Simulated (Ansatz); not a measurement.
```yaml
atoms:
  - { symbol: C, position_ang: [0.0046, -0.0425, -0.7984] }
  - { symbol: C, position_ang: [0.0267, 0.6347, 0.5115] }
  - { symbol: C, position_ang: [-0.0214, -0.6726, 0.5459] }
  - { symbol: H, position_ang: [0.9103, -0.0213, -1.4568] }
  - { symbol: H, position_ang: [-0.9419, 0.0135, -1.5459] }
  - { symbol: H, position_ang: [0.0217, 1.5631, 1.0179] }
  - { symbol: H, position_ang: [-0.0048, -1.5365, 1.0000] }
```

RHF on singlet C3H4 was run in several spherical basis sets with Ansatz (development build ahead of 0.2.0).

**Question.** Rank the basis sets by the total energy that they give, lowest first, with the distance from the lowest.
A. STO-3G
B. 6-31G
C. cc-pVDZ
D. def2-SVP

**Answer.** C (0.00 eV), B (1.82 eV), D (2.51 eV), A (39.13 eV).

Totals follow the description of the cores as much as that of the bonds, so this order isn't one of quality for chemistry.
